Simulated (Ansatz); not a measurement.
**H2Ge–OH, doublet: reading a ladder of total energies**

Geometry: a point of a stretch scan, not a stationary point.

| atom | x (Å) | y (Å) | z (Å) |
| --- | --- | --- | --- |
| Ge | -0.0610 | -0.0416 | 0.7158 |
| O | 0.1924 | 0.2293 | -3.1736 |
| H | 0.7255 | -1.2999 | 1.1875 |
| H | 0.5935 | 1.2655 | 1.2178 |
| H | 0.0247 | -0.6077 | -3.6131 |

Basis cc-pVDZ; Ansatz 0.2.0. Correlated methods freeze the noble-gas cores and the filled d shells of p-block atoms, which leaves 13 electrons in 41 orbitals. Prefix R: restricted or restricted open-shell reference; prefix U: unrestricted. No spin–orbit coupling is included, and no scalar relativity.

Full CI isn't at hand for all of this; UCCSDT(Q) serves as the reference, and is uncertain by about the last step of the cluster series.

Unrestricted rows (U) aren't spin-pure: their determinants' ⟨S²⟩ exceeds S(S+1) by up to 0.48, so they mix in states of higher spin.

Runs differ by some tens of microhartree through their thresholds and, for an open shell, their frozen cores, so steps under 0.03 kcal/mol mean nothing.

| level | total energy (hartree) |
| --- | --- |
| UHF | -2151.835080 |
| UMP2 | -2152.058713 |
| UCCSD | -2152.102515 |
| UCCSD(T) | -2152.106375 |
| UCCSDT | -2152.107402 |
| UCCSDT(Q) | -2152.107752 |

What is the correlation energy at UCCSDT(Q), and what share of it do UMP2 and UCCSD recover?

E(corr) = -2152.107752 − (-2151.835080) = -0.272672 hartree = -7.420 eV. UMP2: -0.223633 / -0.272672 = 82.02 %. UCCSD: -0.267435 / -0.272672 = 98.08 %.

By how many kcal/mol does UCCSD(T) miss UCCSDT(Q) (1 hartree = 627.509 kcal/mol), and which steps make up the rest?

-2152.106375 − (-2152.107752) = 0.001377 hartree = 0.86 kcal/mol. Steps: UCCSDT − UCCSD(T) = -0.64, UCCSDT(Q) − UCCSDT = -0.22 kcal/mol. Differences between like states or geometries often cancel part of this.
